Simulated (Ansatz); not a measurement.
Complex (SMILES): Cl (HCl) with Cl (HCl), atoms 1 to 2 the first; geometry from NCB31 set, monomers rigid:
```xyz
4

Cl     1.8608    -0.0654    -0.0001
H      1.7539     1.2110     0.0003
Cl    -1.9253     0.0056    -0.0001
H     -0.6584    -0.1937     0.0025
```

How fast the counterpoise-corrected interaction energy converges with the basis for several methods (Ansatz, a first-principles code): deviation from each method's own reference, in kcal/mol. References: CCSD(T) -1.99 kcal/mol, Hartree-Fock in aug-cc-pV(Q+d)Z plus the correlation part extrapolated as X^-3 from aug-cc-pV(T+d)Z and aug-cc-pV(Q+d)Z; HF -0.21 kcal/mol, the value in aug-cc-pV(5+d)Z; MP2 -2.25 kcal/mol, Hartree-Fock in aug-cc-pV(5+d)Z plus the correlation part extrapolated as X^-3 from aug-cc-pV(Q+d)Z and aug-cc-pV(5+d)Z; PBE -1.94 kcal/mol, the value in aug-cc-pV(5+d)Z; PBE0 -1.74 kcal/mol, the value in aug-cc-pV(5+d)Z. Cartesian d functions, on some or all atoms, in 6-31G**; all else is spherical. In correlated methods cores are frozen. No added dispersion term, no relativity. 

```csv
basis,functions,CCSD(T),HF,MP2,PBE,PBE0
def2-SV(P),40,1.03,?,0.97,-0.37,-0.36
def2-SVP,46,0.95,?,0.91,-0.43,-0.47
6-31G**,48,1.34,?,1.36,-0.21,-0.20
cc-pV(D+d)Z,56,1.19,?,1.14,-0.16,-0.13
def2-SVPD,70,0.69,?,0.67,-0.09,-0.12
aug-cc-pV(D+d)Z,82,0.65,?,0.60,0.03,0.02
def2-TZVP,86,0.86,?,0.74,-0.05,-0.02
"6-311++G(2d,2p)",90,0.81,?,0.75,0.06,0.05
pcseg-2,96,0.97,?,0.93,0.09,0.10
def2-TZVPP,112,0.64,?,0.56,-0.02,0.00
jun-cc-pV(T+d)Z,124,0.50,?,0.44,0.03,0.03
def2-QZVPP,200,0.27,?,0.23,0.00,0.00
```

What belongs in the gaps?


- def2-SV(P), HF: -0.39
- def2-SVP, HF: -0.46
- 6-31G**, HF: -0.08
- cc-pV(D+d)Z, HF: -0.12
- def2-SVPD, HF: -0.14
- aug-cc-pV(D+d)Z, HF: 0.00
- def2-TZVP, HF: 0.00
- 6-311++G(2d,2p), HF: 0.04
- pcseg-2, HF: 0.10
- def2-TZVPP, HF: 0.01
- jun-cc-pV(T+d)Z, HF: 0.02
- def2-QZVPP, HF: 0.00

Mean absolute deviation over def2-TZVP, 6-311++G(2d,2p), pcseg-2, def2-TZVPP, jun-cc-pV(T+d)Z: HF 0.04, PBE0 0.04, PBE 0.05, MP2 0.68, CCSD(T) 0.76 kcal/mol.
